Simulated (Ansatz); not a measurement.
A nudged elastic band was laid between two geometries of BClH3N (6 atoms, charge 0, multiplicity 1).

Method: Ansatz 0.2.0, RHF/def2-SVP.

```yaml
movable_images: 5
climbing_image: yes
spring: 5.0 eV/Å²
optimiser: quadratic models (default)
start_path: through a guess of the saddle point
force_threshold: 0.03 eV/Å
iteration_limit: 60
end_points: relaxed
```

Image 0:

```xyz
6
Properties=species:S:1:pos:R:3
B 0.204 0.066 -0.066
Cl 0.487 -0.408 1.633
H 1.131 0.447 -0.714
N -1.070 -0.015 -0.600
H -1.863 -0.328 -0.079
H -1.268 0.238 -1.546
```

Image 6:

```xyz
6
Properties=species:S:1:pos:R:3
B -0.538 0.005 -0.331
Cl 2.590 -0.040 1.750
H 1.520 -0.021 1.037
N -1.681 0.016 -1.079
H -2.571 -0.266 -0.709
H -1.698 0.305 -2.040
```

(1) What changes between the two ends?

(2) What energy profile does the band end with?

(3) What is the geometry of the highest image?

## Answers

(1) Bonds broken: B1–Cl2, B1–H3. Bonds formed: Cl2–H3. BClH3N becomes BH2N + ClH.

(2) The forces met the threshold. The highest image is number 3 of 0 to 6, 4.37 eV above the first end and 0.56 eV above the last; the last end lies 3.81 eV above the first. Neighbouring images differ by up to 2.4 eV, so the band resolves the path poorly. A vibrational analysis at the climbing image gives one clearly imaginary mode, 1212i cm⁻¹: a first-order saddle point. The orbitals stay closed-shell, which can raise the energy where a bond breaks towards radicals; this wasn't checked here.

```csv
image,path coordinate (Å),energy (eV),B1–Cl2 (Å),B1–H3 (Å),Cl2–H3 (Å)
0,0.00,0.00,1.79,1.19,2.58
1,0.53,1.02,1.95,1.16,2.23
2,1.06,3.38,2.41,1.17,1.98
3,1.59,4.37,2.73,1.42,1.56
4,2.47,3.90,3.41,2.32,1.29
5,3.36,3.84,3.66,2.44,1.29
6,4.25,3.81,3.76,2.47,1.29
```

(3) 
```xyz
6
Properties=species:S:1:pos:R:3
B 0.039 0.378 -0.632
Cl 1.224 -0.397 1.697
H 1.101 0.290 0.302
N -1.241 0.010 -0.859
H -1.755 -0.537 -0.190
H -1.747 0.255 -1.690
```

Time of the run: 2.1 min on 1 thread of Intel(R) Xeon(R) Platinum 8259CL CPU @ 2.50GHz (Skylake/Cascade Lake) (shared host), peak memory 0.12 GiB.
